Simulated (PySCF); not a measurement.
## A basis-limit estimate, worked out

An elementary step of SiH₄O₂, closed shell (SiH₄O₂ ([OH][SiH2][OH]) → SiH₂O ([O][SiH2]) + H₂O (still joined by a long Si–O bond); Si–O, O–H broken or loosened, O–H formed or tightened). “Start” and “end” are the PBE0-D4/def2-TZVP structures reached by relaxing down either side of its saddle point, with the molecules still in contact.

Computed with PySCF 2.14 with density fitting (its default auxiliary sets; JK sets also for MP2 and CCSD(T)) (basis: def2-TZVPP and def2-QZVPP); correlated methods freeze the cores.

Energies in eV:

| quantity | end | start |
| --- | --- | --- |
| Hartree–Fock, triple zeta (X = 3) | -12002.31517 | -12004.93051 |
| Hartree–Fock, quadruple zeta (X = 4) | -12002.78261 | -12005.39913 |
| MP2 correlation, X = 3 | -16.95912 | -16.57373 |
| MP2 correlation, X = 4 | -18.32283 | -17.93228 |
| CCSD(T) correlation, X = 3 | -18.06001 | -17.70737 |

**Question.** Work out the step energy at the basis limit: extrapolate Hartree–Fock as E(X) = E∞ + A exp(−7.88 √X) and the MP2 correlation as E(X) = E∞ + B X^−2.97 (the exponents that Neese and Valeev fitted for def2-TZVPP and QZVPP), then add CCSD(T) − MP2 in triple zeta.

**Answer.** Each step is linear, so take the differences first (end − start): Hartree–Fock 2.61534 (X = 3) and 2.61652 (X = 4); MP2 correlation -0.38539 and -0.39055; CCSD(T) correlation -0.35264.
Two points give E∞ = E(4) + w [E(4) − E(3)], with w = 1/(exp(7.88 (2 − √3)) − 1) = 0.1377 for Hartree–Fock and w = 1/((4/3)^2.97 − 1) = 0.7407 for the correlation.
Hartree–Fock: 2.61652 + 0.1377 × 0.00118 = 2.6167 eV.
MP2 correlation: -0.39055 + 0.7407 × (-0.00516) = -0.3944 eV.
CCSD(T) − MP2: -0.35264 − (-0.38539) = 0.0328 eV.
Sum: 2.6167 + (-0.3944) + 0.0328 = 2.2551 eV, or 52.00 kcal/mol. Plain CCSD(T) in triple zeta gives 2.2627 eV, so the larger basis shifts the result by -0.0076 eV.

No T1 diagnostic of these runs exceeds 0.017.

Labels in which every atom is bracketed show which atoms are joined, not bond orders.

For scale, one of the runs: CCSD(T)/def2-TZVPP, 160 basis functions, launched by `OMP_NUM_THREADS=4 python run.py`. The run took 41 s on 4 CPU threads of an AMD EPYC 9B45 (shared host), with 1.2 GiB of host memory at its peak.
